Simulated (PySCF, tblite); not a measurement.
Isomers of C4H6F (doublet state), one GFN2-xTB conformer each. Single-point energies are computed at B3LYP/pcH-1 (PySCF, gas phase, no added dispersion term), electronic only. GFN2-xTB treats the open shell by occupation alone, and not every SCF solution was tested for stability.

```
              SMILES  GFN2-xTB relative energy (kJ/mol)
[CH2][C@@H]1C[C@H]1F                               38.4
      C[C]1C[C@@H]1F                               59.9
        [CH2]/C=C/CF                                0.0
```

Conformers: `[CH2:1][C@@H:2]1[CH2:3][C@H:4]1[F:5]` (doublet state) with H–C1–C2–C3 31° and -149°; `[CH2:1]/[CH:2]=[CH:3]/[CH2:4][F:5]` (doublet state) with H–C1–C2–C3 180° and 0°, C2–C3–C4–F5 0°.

Task: What does B3LYP/pcH-1 give for the same structures?

Result: 
| SMILES | B3LYP/pcH-1 E (Eh) | B3LYP/pcH-1 (kJ/mol) | GFN2-xTB (kJ/mol) | point group |
| --- | --- | --- | --- | --- |
| [CH2]/C=C/CF | -255.83140 | 0.0 | 0.0 | Cs |
| [CH2][C@@H]1C[C@H]1F | -255.79707 | 90.1 | 38.4 | C1 |
| C[C]1C[C@@H]1F | -255.78961 | 109.7 | 59.9 | C1 |

Both levels put the same isomer lowest; measured from each level's own lowest isomer, the values differ by up to 51.7 kJ/mol ([CH2][C@@H]1C[C@H]1F: 38.4 against 90.1). As drawn, the highest has a three-membered ring, which the lowest lacks. Neighbours under 21 kJ/mol apart ([CH2][C@@H]1C[C@H]1F and C[C]1C[C@@H]1F) can change places with a better method, another conformer or zero-point energy.

Task: What happens when harmonic zero-point energies from GFN2-xTB frequencies are added?

Result: 
```tsv
SMILES	ZPE (kJ/mol)	electronic (kJ/mol)	with ZPE (kJ/mol)
[CH2]/C=C/CF	222.6	0.0	0.0
[CH2][C@@H]1C[C@H]1F	223.7	90.1	91.3
C[C]1C[C@@H]1F	224.7	109.7	111.9
```

The zero-point energies span 2.1 kJ/mol. The order is unchanged.
